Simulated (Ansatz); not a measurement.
# Relative stability

Two isomers of CH$_{3}$O (charge -1), singlet, relaxed at PBE0-D4/def2-TZVPD (vibrations not checked).

A:

C1  (0.024, -0.019, -0.006)
O2  (1.039, -0.838, -0.255)
H3  (-1.014, -0.476, -0.098)
H4  (-0.049, 0.896, -0.677)
H5  (0.001, 0.437, 1.036)
(Å)

B:

```
5
angstrom
C -0.0520 -0.0202 0.1031
O 0.9406 -1.0444 -0.3643
H -1.0426 -0.4382 -0.1788
H 0.0736 0.8342 -0.5967
H 1.4344 -1.2164 0.4311
```

Ansatz 0.2.0; basis: def2-TZVPPD; cores frozen in the correlated methods. B3LYP uses VWN-RPA correlation.

(1) Which structure is lower at CCSD(T), and by how much? (An estimate is asked for; the value comes from the calculation.)

T1 diagnostic: at most 0.017.

Answers

(1) Computed: A, by 1.393 eV (electronic energy, against the other). By their contacts, A is CH₃O ([CH3][O]), total charge -1 and B is CH₃O ([CH2][OH]), total charge -1.

All methods give the same order:

```
   method  E(B) − E(A) (eV)
   PBE-D4             1.548
r2SCAN-D4             1.554
  PBE0-D4             1.525
 B3LYP-D4             1.512
  wB97M-V             1.389
       HF             1.445
      MP2             1.460
     CCSD             1.390
  CCSD(T)             1.393
```

Labels in which every atom is bracketed show which atoms are joined, not bond orders.
